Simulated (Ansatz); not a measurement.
Process, species as SMILES: [H][H] (H2) → 2 H atom
B3LYP-D3(BJ)/def2-TZVP geometries, fixed; electronic energies without zero-point terms.
Largest species:
```
H
H 1 0.7440
```

Effect of a fitting basis named in the input at HF/aug-cc-pVTZ with Ansatz (a first-principles code), against the last row, where the bond dissociation energy is 83.68 kcal/mol. Open shells are unrestricted. The default fits or decomposes integrals by the program's own choice; accuracy: high also tightens integrals, grids and stops.

```
setting                        largest shift of a total energy (mEh)  shift of the bond dissociation energy (kcal/mol)
-----------------------------  -------------------------------------  ------------------------------------------------
fitting: def2-SV(P)-JKFIT                                     -0.009                                             0.005
fitting: def2-universal-JKFIT                                 -0.009                                             0.005
fitting: cc-pVTZ-JKFIT                                         0.000                                             0.000
fitting: cc-pVQZ-JKFIT                                         0.000                                             0.000
fitting: cc-pV5Z-JKFIT                                         0.000                                             0.000
accuracy: high                                                 0.000                                             0.000
accuracy: medium (default)                                     0.000                                             0.000
```

Within 0.02 kcal/mol in the bond dissociation energy: fitting: def2-SV(P)-JKFIT; fitting: def2-universal-JKFIT; fitting: cc-pVTZ-JKFIT; fitting: cc-pVQZ-JKFIT; fitting: cc-pV5Z-JKFIT; accuracy: high. The largest shift is 0.009 mEh in a total energy and 0.005 kcal/mol in the difference.
